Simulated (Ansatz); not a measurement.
The cluster Li2S⁻, relaxed as a doublet with UKS r2SCAN-D4/def2-TZVPD in Ansatz, starting from the GFN1-xTB geometry. Force threshold 0.02 eV/Å.

The highest occupied level of the charge -1 doublet lies above zero (up to 0.79 eV). By energy differences its removal costs 0.71 eV (vertical, to the charge 0 singlet, at r2SCAN-D4/def2-TZVPD); a positive level beside a positive removal energy at the same level points to self-interaction error. The structure comes from a short search, and lower isomers may exist.

Start:

```xyz
3

Li    0.299   -0.674   -1.000
Li   -0.447    1.152   -0.108
S     0.148   -0.479    1.108
```

```csv
step,energy (eV),largest force component (eV/Å),SCF passes
1,-11245.9934,0.959,31
2,-11246.1926,0.472,36
3,-11246.2990,0.164,38
4,-11246.3005,0.050,38
5,-11246.3039,0.011,39
```

Force components are those of the run's own axes.

End:

```xyz
3

Li    0.4288   -0.9977   -1.0754
Li   -0.5586    1.4189    0.1033
S     0.1298   -0.4211    0.9721
```

By distances, no bond broke or formed. The bond that changes most is Li2–S3, from 2.12 to 2.15 Å (atoms count from 1). A close non-bonded pair moves further: Li1–Li2, from 2.17 to 2.86 Å.

No frequencies were taken in this run, so the end may be a saddle point.

Hardware: 4 threads of Arm Neoverse V1 on a shared host. Wall time 8.5 s.
